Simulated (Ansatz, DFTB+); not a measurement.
## Group exchange: C2H7N + H2O2 → C2H6O + H3NO

Species: C2H7N `CCN`, singlet; H2O2 (hydrogen peroxide) `OO`, singlet; C2H6O (ethanol) `CCO`, singlet; H3NO (hydroxylamine) `NO`, singlet. The partners trade NH2 for OH: C–NH2 and O–OH bonds give way to C–OH and O–NH2.

Shapes, held fixed at every level: PBE0-D4/def2-TZVP. Flexible molecules stand in one conformer, not always the lowest. Programs: Ansatz 0.2.0, DFTB+ 25.1. The zero-point and thermal change to 298 K, harmonic and unscaled (PBE0-D4/def2-TZVP), is +2.5 kJ/mol.

**What was measured.** Tabulated heats of formation (Active Thermochemical Tables, CRC Handbook of Chemistry and Physics): C2H7N -47.5 (CRC); H2O2 -135.4 (ATcT); C2H6O -234.6 (ATcT); H3NO -43.5 (ATcT) kJ/mol, which give ΔH(298 K) = -95.1 kJ/mol.

```csv
level,kind,ΔH (kJ/mol),computed − measured
DFTB1,semi-empirical,-168.3,-73.2
HF/def2-TZVPP,Hartree–Fock,-111.3,-16.2
PBE-D4/def2-TZVPP,GGA,-85.9,+9.2
wB97M-V/def2-TZVPP,range-separated hybrid,-93.8,+1.3
B2PLYP/def2-TZVPP,double hybrid,-94.7,+0.4
MP2/def2-SVP,perturbation theory,-94.9,+0.2
CCSD(T)/def2-SVP,coupled cluster or CI,-91.4,+3.7
CCSD/def2-SVP,coupled cluster or CI,-94.6,+0.5
CCSD(T)/CBS estimate,coupled cluster or CI,-94.5,+0.6
```

Nearest: MP2/def2-SVP (+0.2); farthest: DFTB1 (-73.2). 7 of 9 levels lie within 10 kJ/mol. The CBS estimate extrapolates MP2 from def2-TZVPP and def2-QZVPP and adds CCSD(T) − MP2 in the triple-zeta set, cores frozen.
